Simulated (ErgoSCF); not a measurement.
# N2H (dinitrogen monohydride) at UBHandH/Ahlrichs pVDZ

Aim: the energy change on altering one bond length of N2H (dinitrogen monohydride) at UBHandH/Ahlrichs pVDZ, from 2 runs. 

The calculation is run with ErgoSCF 3.8.

3 further runs of the same task are left out: 1 that didn't finish, 2 set aside as unsound or not needed.

### Step 1. Starting point

N2H has 3 atoms, charge 0, and is taken as a doublet. SMILES: `[N]=N`. The shape is that of a GFN2-xTB optimisation.

Bond lengths: N1–N2 1.164 Å, N2–H3 1.037 Å. Angles: N1–N2–H3 124.8°.

### Step 2. The energy at UBHandH/Ahlrichs pVDZ

job.ego reads:

```
set_nthreads("env")
XC.type = "Turbo"
scf.output_mulliken_pop = 1
tmpdir = "."
scf.convergence_threshold = 1e-06
spin_polarization = 1
basis = "Ahlrichs-pVDZ"
scf.max_number_of_iterations = 80
molecule_inline Angstrom
N        0.715210      -0.640440       0.325220
N       -0.243160      -0.185380      -0.152740
H       -0.472040       0.825820      -0.172480
EOF
run "BHandH"
```

Launch:

```bash
$ ergo job.ego
```

What it wrote:

```text
[...]
INDF Weighted mixed functional:
[...]
INSC Energy   1 =        -44.91495901599
[...]
INDE PURIFICATION CONVERGED after 42 iterations
[...]
INDE PURIFICATION CONVERGED after 32 iterations
[...]
INDE PURIFICATION CONVERGED after 26 iterations
[...]
INDE E(LUMO) - E(HOMO) <=          0.53650089480 =         14.59893313961 eV
[...]
INSC Energy  18 =       -109.19885158364  ( diff     -0.000000000142506 )
[...]
RESC CONVERGED after  18 iterations.
RESC FINAL ENERGY:       -109.19885158364
RESC FINAL <S2> =          0.75688525886
[...]
INSC SCF: dipole_moment_x [atomic units] =      -0.33878591
INSC SCF: dipole_moment_y [atomic units] =       0.78202303
INSC SCF: dipole_moment_z [atomic units] =      -0.10398475
[...]
```

It took 4.8 s on 1 thread of Arm Neoverse V1, shared host.

### Step 3. The distorted shape

run.inp reads:

```
set_nthreads(1)
molecule_inline Angstrom
N  0.703762 -0.589862 0.324233
N  -0.254608 -0.134802 -0.153727
H  -0.472040 0.825820 -0.172480
EOF
basis = "Ahlrichs-pVDZ"
scf.max_number_of_iterations = 80
scf.convergence_threshold = 1e-06
spin_polarization = 1
charge = 0
tmpdir = "."
scf.output_mulliken_pop = 1
XC.type = "Turbo"
run "BHandH"
```

Launch:

```bash
$ ergo < run.inp
```

What it wrote:

```text
[...]
INDF Weighted mixed functional:
[...]
INSC Energy   1 =        -45.05808990758
[...]
INDE PURIFICATION CONVERGED after 40 iterations
[...]
INDE PURIFICATION CONVERGED after 31 iterations
[...]
INDE PURIFICATION CONVERGED after 26 iterations
[...]
INDE E(LUMO) - E(HOMO) <=          0.53092253692 =         14.44713828802 eV
[...]
INSC Energy  18 =       -109.19622271637  ( diff     -0.000000000190852 )
[...]
RESC CONVERGED after  18 iterations.
RESC FINAL ENERGY:       -109.19622271637
RESC FINAL <S2> =          0.75611239336
[...]
INSC SCF: dipole_moment_x [atomic units] =      -0.34184523
INSC SCF: dipole_moment_y [atomic units] =       0.78316566
INSC SCF: dipole_moment_z [atomic units] =      -0.10554314
[...]
```

Wall time 4.8 s (1 thread of Arm Neoverse V1, shared host).

### Step 4. Results

At UBHandH/Ahlrichs pVDZ:

| quantity | value |
| --- | --- |
| first shape: total energy | -109.19885 Eh |
| first shape: dipole moment | 2.18 D |
| first shape: ⟨S²⟩ | 0.757 |
| distorted shape: total energy | -109.19622 Eh |
| distorted shape: dipole moment | 2.19 D |
| distorted shape: ⟨S²⟩ | 0.756 |
| energy change with the N2–H3 bond shortened from 1.037 to 0.985 Å | 0.072 eV |

What this shows: With the N2–H3 bond shortened from 1.037 to 0.985 Å the energy rises by 0.07 eV (1.6 kcal/mol). The first shape isn't relaxed at this level, so the change isn't measured from a minimum. Mulliken charges (first shape) run from -0.10 on N1 to +0.18 on H3; they depend strongly on the basis.
